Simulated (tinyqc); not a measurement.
Stretching all distances: RHF, UHF, MP2, CISD and CCSD against full CI in the sto-3g basis, for HF, spin multiplicity 1. Computed by the program tinyqc with PySCF. All coordinates are multiplied by the scale. c0^2 is the weight of the RHF determinant in the lowest singlet FCI state (UHF is spin-contaminated and may lie near states of higher spin) and n(LUMO) the first natural occupation beyond the occupied space.

Geometry (angstrom):
```
atom,x,y,z
F,0.0000,0.0000,0.0000
H,0.0000,0.0000,0.8550
```

Full CI energy (hartree) and errors against it (kcal/mol):
```
scale,distance 1-2 (angstrom),E(FCI),RHF,UHF,MP2,CISD,CCSD,<S^2> UHF,c0^2,n(LUMO)
0.940,0.804,-98.55028,11.480,11.480,3.390,0.000,0.000,0.000,0.991,0.017
1.230,1.052,-98.60063,23.702,23.702,8.666,0.000,0.000,0.000,0.972,0.054
1.510,1.291,-98.56001,42.779,38.035,17.837,0.000,0.000,0.320,0.930,0.137
1.800,1.539,-98.51272,70.485,27.139,31.294,0.000,0.000,0.755,0.855,0.287
2.080,1.778,-98.48146,102.579,13.823,45.103,0.000,0.000,0.908,0.761,0.474
2.370,2.026,-98.46470,135.627,5.766,54.455,0.000,0.000,0.967,0.671,0.654
2.650,2.266,-98.45769,162.744,2.276,54.763,0.000,0.000,0.988,0.607,0.783
2.940,2.514,-98.45478,184.478,0.824,45.753,0.000,0.000,0.996,0.563,0.870
```

What does the comparison show, and why?

UHF parts from RHF first at scale 1.51 of those listed, where <S^2> leaves zero. The weight c0^2 goes from 0.99 to 0.56 and n(LUMO) from 0.02 to 0.87: static correlation grows as the bonds break into open-shell fragments. The spread of the error along the curve, which distorts its shape, is CISD 0.0, CCSD 0.0, UHF 37.2, MP2 51.4, RHF 173.0 kcal/mol. With one virtual orbital CISD and CCSD are exact.
